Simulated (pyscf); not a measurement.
Thermochemistry of product channels of :N–F [triplet] + H₂ on the triplet surface, in kcal/mol, from ωB97M-D3(BJ)/def2-TZVP energies (ideal gas, 1 atm, RRHO with modes under 100 cm⁻¹ raised to 100, one conformer, R ln 2 for rigid chiral ones). Optimised with ωB97X-D3(BJ)/def2-SVP in PySCF.

```json
[
 {"products": "NH₂• + F•", "ΔE": "+5.8", "ΔH(298 K)": "+9.4", "ΔG(298 K)": "+9.2", "ΔG(900 K)": "+9.3"},
 {"products": "•HN–F + H•", "ΔE": "+28.5", "ΔH(298 K)": "+28.7", "ΔG(298 K)": "+28.6", "ΔG(900 K)": "+28.5"},
 {"products": "NH [triplet] + HF", "ΔE": "-33.3", "ΔH(298 K)": "-30.8", "ΔG(298 K)": "-31.6", "ΔG(900 K)": "-33.1"}
]
```

These are energies of the channels, which say nothing of barriers. Left out: orbital degeneracy and the spin-orbit lowering of F.
